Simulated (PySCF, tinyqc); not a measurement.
Worked calculation: LCCD on RHF in the sto-6g basis, frozen core, for BH, spin multiplicity 1. The lowest restricted solution is unstable here: a spin-polarised one lies 0.0072 hartree lower (PySCF). Computed by tinyqc, a small Python program that keeps every step (integrals from PySCF). Settings: charge = 0, multiplicity = 1, basis = sto-6g, method = RHF, frozen orbitals = 1, energy threshold = 1e-10, iteration cap = 52, orthogonalisation = canonical, start = atomic densities, DIIS depth = 6, amplitude equations = LCCD, DIIS depth for amplitudes = 0, cap on updates = 58. Command: `OMP_NUM_THREADS=1 python tinyqc.py 30236 30237 out.jsonl` (the two numbers bound the seeds that draw the settings). One thread of a shared host (Intel(R) Xeon(R) Processor @ 2.60GHz), about 0.2 s of CPU time with the checks. The early iterations of the SCF are left out here.

## One-electron integrals

Geometry (angstrom):
```
atom         x         y         z
B     0.000000  0.000000  0.000000
H     0.000000  0.000000  1.788000
```

Basis sto-6g: exponents (1/bohr^2) and contraction coefficients of normalised primitives:
```
element  l (shell)    exponent  coefficient
B            s (1)  506.011147     0.009164
B            s (1)   92.776814     0.049362
B            s (1)   25.955658     0.168538
B            s (1)    8.916445     0.370563
B            s (1)    3.462507     0.416492
B            s (1)    1.426054     0.130334
B            s (2)   23.194575    -0.013253
B            s (2)    4.590810    -0.046992
B            s (2)    1.426819    -0.033785
B            s (2)    0.548948     0.250242
B            s (2)    0.238410     0.595117
B            s (2)    0.109280     0.240706
B            p (3)   23.194575     0.003760
B            p (3)    4.590810     0.037679
B            p (3)    1.426819     0.173897
B            p (3)    0.548948     0.418036
B            p (3)    0.238410     0.425859
B            p (3)    0.109280     0.101708
H            s (1)   35.523221     0.009164
H            s (1)    6.513144     0.049361
H            s (1)    1.822143     0.168538
H            s (1)    0.625955     0.370563
H            s (1)    0.243077     0.416492
H            s (1)    0.100112     0.130334
```

Overlap, kinetic and nuclear-attraction integrals over the contracted functions; the nuclear repulsion is the sum of Za Zb / Rab.

nuclear repulsion = 1.47980204 hartree

overlap S, order 1B 1s, 1B 2s, 1B 2px, 1B 2py, 1B 2pz, 2H 1s:
$$\begin{pmatrix}
1.000000 & 0.264891 & 0.000000 & 0.000000 & 0.000000 & 0.017696 \\
0.264891 & 1.000000 & 0.000000 & 0.000000 & 0.000000 & 0.224419 \\
0.000000 & 0.000000 & 1.000000 & 0.000000 & 0.000000 & 0.000000 \\
0.000000 & 0.000000 & 0.000000 & 1.000000 & 0.000000 & 0.000000 \\
0.000000 & 0.000000 & 0.000000 & 0.000000 & 1.000000 & 0.270590 \\
0.017696 & 0.224419 & 0.000000 & 0.000000 & 0.270590 & 1.000000
\end{pmatrix}$$

kinetic energy T (hartree), order 1B 1s, 1B 2s, 1B 2px, 1B 2py, 1B 2pz, 2H 1s:
$$\begin{pmatrix}
10.947243 & -0.333880 & 0.000000 & 0.000000 & 0.000000 & -0.006539 \\
-0.333880 & 0.374498 & 0.000000 & 0.000000 & 0.000000 & 0.000884 \\
0.000000 & 0.000000 & 1.125026 & 0.000000 & 0.000000 & 0.000000 \\
0.000000 & 0.000000 & 0.000000 & 1.125026 & 0.000000 & 0.000000 \\
0.000000 & 0.000000 & 0.000000 & 0.000000 & 1.125026 & 0.043082 \\
-0.006539 & 0.000884 & 0.000000 & 0.000000 & 0.043082 & 0.768522
\end{pmatrix}$$

nuclear attraction V (hartree), order 1B 1s, 1B 2s, 1B 2px, 1B 2py, 1B 2pz, 2H 1s:
$$\begin{pmatrix}
-23.687681 & -2.822587 & 0.000000 & 0.000000 & -0.008653 & -0.206241 \\
-2.822587 & -4.045197 & 0.000000 & 0.000000 & -0.082676 & -0.686031 \\
0.000000 & 0.000000 & -4.028715 & 0.000000 & 0.000000 & 0.000000 \\
0.000000 & 0.000000 & 0.000000 & -4.028715 & 0.000000 & 0.000000 \\
-0.008653 & -0.082676 & 0.000000 & 0.000000 & -4.077650 & -0.781553 \\
-0.206241 & -0.686031 & 0.000000 & 0.000000 & -0.781553 & -2.717604
\end{pmatrix}$$

core Hamiltonian H = T + V (hartree), order 1B 1s, 1B 2s, 1B 2px, 1B 2py, 1B 2pz, 2H 1s:
$$\begin{pmatrix}
-12.740438 & -3.156467 & 0.000000 & 0.000000 & -0.008653 & -0.212780 \\
-3.156467 & -3.670699 & 0.000000 & 0.000000 & -0.082676 & -0.685147 \\
0.000000 & 0.000000 & -2.903689 & 0.000000 & 0.000000 & 0.000000 \\
0.000000 & 0.000000 & 0.000000 & -2.903689 & 0.000000 & 0.000000 \\
-0.008653 & -0.082676 & 0.000000 & 0.000000 & -2.952623 & -0.738471 \\
-0.212780 & -0.685147 & 0.000000 & 0.000000 & -0.738471 & -1.949082
\end{pmatrix}$$

## Two-electron integrals

Functions are numbered as in S; the eight-fold symmetry (ij|kl) = (ji|kl) = (kl|ij) leaves the list below.

Two-electron integrals (ij|kl) in chemists' order, unique and non-zero (hartree):
```
(11|11) 2.924993   (21|11) 0.480756   (21|21) 0.099484   (22|11) 0.743449
(22|21) 0.188967   (22|22) 0.544922   (31|31) 0.021096   (32|31) 0.030854
(32|32) 0.120443   (33|11) 0.743450   (33|21) 0.188967   (33|22) 0.544922
(33|33) 0.587109   (41|41) 0.021096   (42|41) 0.030854   (42|42) 0.120443
(43|43) 0.031641   (44|11) 0.743450   (44|21) 0.188967   (44|22) 0.544922
(44|33) 0.523827   (44|44) 0.587109   (51|51) 0.021096   (52|51) 0.030854
(52|52) 0.120443   (53|53) 0.031641   (54|54) 0.031641   (55|11) 0.743450
(55|21) 0.188967   (55|22) 0.544922   (55|33) 0.523827   (55|44) 0.523827
(55|55) 0.587109   (61|11) 0.032908   (61|21) 0.006617   (61|22) 0.012530
(61|33) 0.012464   (61|44) 0.012464   (61|51) 0.000525   (61|52) 0.001019
(61|55) 0.012662   (61|61) 0.000457   (62|11) 0.108743   (62|21) 0.028300
(62|22) 0.093717   (62|33) 0.090862   (62|44) 0.090862   (62|51) 0.003228
(62|52) 0.021301   (62|55) 0.099427   (62|61) 0.002017   (62|62) 0.026194
(63|31) 0.002473   (63|32) 0.012274   (63|53) 0.003648   (63|63) 0.002305
(64|41) 0.002473   (64|42) 0.012274   (64|54) 0.003648   (64|64) 0.002305
(65|11) 0.115704   (65|21) 0.030443   (65|22) 0.105527   (65|33) 0.100363
(65|44) 0.100363   (65|51) 0.005327   (65|52) 0.033438   (65|55) 0.115854
(65|61) 0.002248   (65|62) 0.034124   (65|65) 0.045901   (66|11) 0.295565
(66|21) 0.078252   (66|22) 0.291731   (66|33) 0.277904   (66|44) 0.277904
(66|51) 0.008523   (66|52) 0.077536   (66|55) 0.319384   (66|61) 0.005607
(66|62) 0.116028   (66|65) 0.162052   (66|66) 0.774999
```

## Orthogonalisation

S = U s U^T; canonical form X = U s^(-1/2), so that X^T S X = 1. Each column of U has its largest component positive (the first on a tie).

eigenvalues of S: [0.605354, 0.813730, 1.000000, 1.000000, 1.170138, 1.410778]

X, order 1B 1s, 1B 2s, 1B 2px, 1B 2py, 1B 2pz, 2H 1s:
$$\begin{pmatrix}
0.470322 & 0.677404 & 0.000000 & 0.000000 & -0.532981 & 0.337077 \\
-0.751956 & -0.447760 & 0.000000 & 0.000000 & -0.365830 & 0.489448 \\
0.000000 & 0.000000 & 0.172908 & 0.984938 & 0.000000 & 0.000000 \\
0.000000 & 0.000000 & 0.984938 & -0.172908 & 0.000000 & 0.000000 \\
-0.526027 & 0.621633 & 0.000000 & 0.000000 & 0.559435 & 0.328060 \\
0.767190 & -0.427923 & 0.000000 & 0.000000 & 0.351755 & 0.498022
\end{pmatrix}$$

Within a degenerate level the vectors are fixed only up to a rotation; this is one choice.

## Starting guess

The start is atomic minimal-basis densities projected into this basis (PySCF's MINAO start) and scaled to the electron count of each spin; this density is not idempotent, so its energy is not variational and may lie below the converged one.

D at the start, order 1B 1s, 1B 2s, 1B 2px, 1B 2py, 1B 2pz, 2H 1s:
$$\begin{pmatrix}
2.175270 & -0.558622 & 0.000000 & 0.000000 & 0.008083 & -0.029726 \\
-0.558622 & 2.119578 & 0.000000 & 0.000000 & -0.027238 & 0.119481 \\
0.000000 & 0.000000 & 0.320694 & 0.000000 & 0.000000 & 0.000000 \\
0.000000 & 0.000000 & 0.000000 & 0.320694 & 0.000000 & 0.000000 \\
0.008083 & -0.027238 & 0.000000 & 0.000000 & 0.301813 & 0.055421 \\
-0.029726 & 0.119481 & 0.000000 & 0.000000 & 0.055421 & 0.975332
\end{pmatrix}$$

## Iteration 7 (converged): orbitals

converged F (hartree), order 1B 1s, 1B 2s, 1B 2px, 1B 2py, 1B 2pz, 2H 1s:
$$\begin{pmatrix}
-7.476376 & -2.086697 & 0.000000 & 0.000000 & -0.015235 & -0.144027 \\
-2.086697 & -0.975017 & 0.000000 & 0.000000 & 0.013626 & -0.250279 \\
0.000000 & 0.000000 & 0.244535 & 0.000000 & 0.000000 & 0.000000 \\
0.000000 & 0.000000 & 0.000000 & 0.244535 & 0.000000 & 0.000000 \\
-0.015235 & 0.013626 & 0.000000 & 0.000000 & 0.008174 & -0.277280 \\
-0.144027 & -0.250279 & 0.000000 & 0.000000 & -0.277280 & -0.166641
\end{pmatrix}$$

Diagonalise F' = X^T F X, C = X C', fill 3 alpha and 3 beta electrons from the bottom; D = 2 C_occ C_occ^T. Each column has its largest component positive (the first on a tie).

F' = X^T F X (hartree):
$$\begin{pmatrix}
-0.398008 & -1.393110 & 0.000000 & 0.000000 & 1.173678 & -0.917840 \\
-1.393110 & -2.273022 & 0.000000 & 0.000000 & 2.518222 & -1.804114 \\
0.000000 & 0.000000 & 0.244535 & 0.000000 & 0.000000 & 0.000000 \\
0.000000 & 0.000000 & 0.000000 & 0.244535 & 0.000000 & 0.000000 \\
1.173678 & 2.518222 & 0.000000 & 0.000000 & -3.073289 & 2.208024 \\
-0.917840 & -1.804114 & 0.000000 & 0.000000 & 2.208024 & -2.071996
\end{pmatrix}$$

orbital energies (hartree): MO1 -7.478161, MO2 -0.466642, MO3 -0.234996, MO4 0.244535, MO5 0.244535, MO6 0.363484

coefficients C, order 1B 1s, 1B 2s, 1B 2px, 1B 2py, 1B 2pz, 2H 1s:
$$\begin{pmatrix}
0.995494 & -0.253287 & 0.126858 & 0.000000 & 0.000000 & -0.080694 \\
0.016688 & 0.879507 & -0.500595 & 0.000000 & 0.000000 & 0.338986 \\
0.000000 & 0.000000 & 0.000000 & 0.931398 & 0.364002 & 0.000000 \\
0.000000 & 0.000000 & 0.000000 & -0.364002 & 0.931398 & 0.000000 \\
0.002525 & 0.078452 & 0.576449 & 0.000000 & 0.000000 & 0.863289 \\
-0.002270 & 0.351585 & 0.615001 & 0.000000 & 0.000000 & -0.801007
\end{pmatrix}$$

D after iteration 7, order 1B 1s, 1B 2s, 1B 2px, 1B 2py, 1B 2pz, 2H 1s:
$$\begin{pmatrix}
2.142512 & -0.539319 & 0.000000 & 0.000000 & 0.111540 & -0.026589 \\
-0.539319 & 2.048811 & 0.000000 & 0.000000 & -0.439052 & 0.002634 \\
0.000000 & 0.000000 & 0.000000 & 0.000000 & 0.000000 & 0.000000 \\
0.000000 & 0.000000 & 0.000000 & 0.000000 & 0.000000 & 0.000000 \\
0.111540 & -0.439052 & 0.000000 & 0.000000 & 0.676908 & 0.764186 \\
-0.026589 & 0.002634 & 0.000000 & 0.000000 & 0.764186 & 1.003685
\end{pmatrix}$$

Within a degenerate level the vectors are fixed only up to a rotation; this is one choice.

## Convergence

Stop when the energy changes by less than 1e-10 hartree and every element of the error matrix X^T (F D S - S D F) X is below 3e-06.

Course of the cycle:
```
iteration   E (hartree)     change  largest element of the error matrix
1          -24.76898340          -                             1.57e-01
2          -24.85139138  -8.24e-02                             1.62e-01
3          -24.89239121  -4.10e-02                             8.79e-02
4          -24.90880207  -1.64e-02                             2.83e-03
5          -24.90881543  -1.34e-05                             8.61e-04
6          -24.90881625  -8.17e-07                             7.24e-06
7          -24.90881625  -9.55e-11                             3.92e-07
```

PySCF RHF in the same basis = -24.90881625 hartree

Converged in 7 iterations.

## Populations, bond orders and dipole

Mulliken: Z minus the diagonal of D S on the atom; Loewdin: the same with S^(1/2) D S^(1/2); Mayer order: 2 sum_s sum (D(s) S)_ij (D(s) S)_ji over the two atoms.

Charges (e):
```
atom   Mulliken    Loewdin
1B     0.210587   0.204596
2H    -0.210587  -0.204596
```

Mayer bond orders:
```
pair     order
2-1   0.955653
```

dipole moment about the origin, x y z (debye): [0.000000, 0.000000, -0.485329]

## Integrals over molecular orbitals

(pq|rs) = sum C_ip C_jq C_kr C_ls (ij|kl), one index at a time.

one-electron integrals over orbitals h = C^T H C (hartree):
$$\begin{pmatrix}
-12.730842 & 0.330531 & -0.157406 & 0.000000 & 0.000000 & 0.105340 \\
0.330531 & -2.947173 & 0.268987 & 0.000000 & 0.000000 & -0.387685 \\
-0.157406 & 0.268987 & -2.530805 & 0.000000 & 0.000000 & -0.436567 \\
0.000000 & 0.000000 & 0.000000 & -2.903689 & 0.000000 & 0.000000 \\
0.000000 & 0.000000 & 0.000000 & 0.000000 & -2.903689 & 0.000000 \\
0.105340 & -0.387685 & -0.436567 & 0.000000 & 0.000000 & -2.464440
\end{pmatrix}$$

Two-electron integrals over orbitals (pq|rs), unique and non-zero (hartree); the lowest 1 orbital is frozen and left out:
```
(22|22) 0.471712    (32|22) -0.003375   (32|32) 0.118539    (33|22) 0.430818
(33|32) -0.000849   (33|33) 0.470263    (42|42) 0.088605    (43|42) -0.039303
(43|43) 0.033403    (44|22) 0.482104    (44|32) -0.078029   (44|33) 0.420852
(44|44) 0.587109    (52|52) 0.088605    (53|52) -0.039303   (53|53) 0.033403
(54|54) 0.031641    (55|22) 0.482104    (55|32) -0.078029   (55|33) 0.420852
(55|44) 0.523827    (55|55) 0.587109    (62|22) 0.056088    (62|32) -0.013582
(62|33) -0.024634   (62|44) 0.078384    (62|55) 0.078384    (62|62) 0.090605
(63|22) 0.034391    (63|32) -0.112088   (63|33) 0.002260    (63|44) 0.099891
(63|55) 0.099891    (63|62) 0.057049    (63|63) 0.147310    (64|42) 0.027120
(64|43) 0.003888    (64|64) 0.025959    (65|52) 0.027120    (65|53) 0.003888
(65|65) 0.025959    (66|22) 0.471256    (66|32) 0.051298    (66|33) 0.465121
(66|44) 0.439284    (66|55) 0.439284    (66|62) 0.023776    (66|63) -0.024981
(66|66) 0.529920
```

## LCCD: starting amplitudes

t_ij^ab = <ij||ab> / (e_i + e_j - e_a - e_b), whose energy is MP2.

Starting amplitudes (spin orbitals 1a, 1b, ...; amplitudes related by a flip of all spins are not repeated):
```
from      to          t
3a 3b  6a 6b  -0.123070
2a 2b  5a 5b  -0.062294
2a 2b  4a 4b  -0.062294
2a 2b  6a 6b  -0.054573
2a 3b  6a 6b  -0.039934
3a 3b  5a 5b  -0.034829
3a 3b  4a 4b  -0.034829
2a 3b  5a 5b   0.033008
2a 3b  4a 4b   0.033008
```

correlation energy = -0.04618567 hartree

## LCCD: amplitude update 1

t_ij^ab D_ij^ab are set to the remaining terms of the spin-orbital equations, evaluated with the old amplitudes; for the doubles these are <ij||ab> + 1/2 <ab||ef> t_ij^ef + 1/2 <mn||ij> t_mn^ab + P(ij)P(ab) <mb||ej> t_im^ae, D the orbital-energy denominators (linear CCD).

Amplitudes after update 1 (spin orbitals 1a, 1b, ...; amplitudes related by a flip of all spins are not repeated):
```
from      to          t
3a 3b  6a 6b  -0.177414
2a 2b  5a 5b  -0.092597
2a 2b  4a 4b  -0.092597
2a 2b  6a 6b  -0.069273
2a 3b  6a 6b  -0.062529
2a 3b  5a 5b   0.057499
2a 3b  4a 4b   0.057499
3a 3b  5a 5b  -0.050937
3a 3b  4a 4b  -0.050937
```

correlation energy = -0.06839717 hartree

## LCCD: amplitude update 2

As before.

Amplitudes after update 2 (spin orbitals 1a, 1b, ...; amplitudes related by a flip of all spins are not repeated):
```
from      to          t
3a 3b  6a 6b  -0.202693
2a 2b  5a 5b  -0.108968
2a 2b  4a 4b  -0.108968
2a 3b  6a 6b  -0.074474
2a 3b  5a 5b   0.073055
2a 3b  4a 4b   0.073055
2a 2b  6a 6b  -0.071994
3a 3b  5a 5b  -0.060501
3a 3b  4a 4b  -0.060501
```

correlation energy = -0.07971610 hartree

## LCCD: amplitude update 3

As before.

Amplitudes after update 3 (spin orbitals 1a, 1b, ...; amplitudes related by a flip of all spins are not repeated):
```
from      to          t
3a 3b  6a 6b  -0.214882
2a 2b  5a 5b  -0.118206
2a 2b  4a 4b  -0.118206
2a 3b  5a 5b   0.082543
2a 3b  4a 4b   0.082543
2a 3b  6a 6b  -0.080598
2a 2b  6a 6b  -0.071531
3a 3b  5a 5b  -0.066815
3a 3b  4a 4b  -0.066815
```

correlation energy = -0.08571922 hartree

## LCCD: convergence

E_corr = 1/4 sum <ij||ab> t_ij^ab; stop when the norm of the change is below 1e-8.

Course of the amplitude iterations:
```
update  correlation energy (hartree)  norm of the change
0                        -0.04618567                   -
1                        -0.06839717            1.89e-01
2                        -0.07971610            1.02e-01
3                        -0.08571922            5.78e-02
4                        -0.08899444            3.35e-02
5                        -0.09081926            1.99e-02
6                        -0.09185268            1.20e-02
7                        -0.09244572            7.30e-03
8                        -0.09278984            4.52e-03
9                        -0.09299145            2.83e-03
10                       -0.09311057            1.79e-03
11                       -0.09318151            1.14e-03
12                       -0.09322405            7.32e-04
13                       -0.09324974            4.74e-04
...                              ...                 ...
27                       -0.09329044            1.39e-06
28                       -0.09329047            9.23e-07
29                       -0.09329048            6.12e-07
30                       -0.09329049            4.06e-07
31                       -0.09329050            2.69e-07
32                       -0.09329051            1.79e-07
33                       -0.09329051            1.18e-07
34                       -0.09329051            7.86e-08
35                       -0.09329051            5.21e-08
36                       -0.09329051            3.46e-08
37                       -0.09329051            2.29e-08
38                       -0.09329051            1.52e-08
39                       -0.09329051            1.01e-08
40                       -0.09329051            6.69e-09
```

Converged amplitudes (spin orbitals 1a, 1b, ...; amplitudes related by a flip of all spins are not repeated):
```
from      to          t
3a 3b  6a 6b  -0.226715
2a 2b  5a 5b  -0.130492
2a 2b  4a 4b  -0.130492
2a 3b  5a 5b   0.097274
2a 3b  4a 4b   0.097274
2a 3b  6a 6b  -0.087008
3a 3b  5a 5b  -0.080189
3a 3b  4a 4b  -0.080189
2a 2b  6a 6b  -0.068334
```

LCCD total energy = -25.00210676 hartree

Converged in 40 updates.
